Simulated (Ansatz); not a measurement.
A geometry relaxed with B3LYP-D3(BJ)/def2-TZVP (Ansatz, a quantum-chemistry and plane-wave program), charge 0, multiplicity 1:

```xyz
5

H      0.1953    -0.8429    -0.6616
H      0.8948     0.2209     0.5804
C      0.0000     0.0000     0.0000
H     -0.8178    -0.2498     0.6746
H     -0.2723     0.8718    -0.5934
```

### Question
Write the SMILES of this molecule.

### Answer
`C`
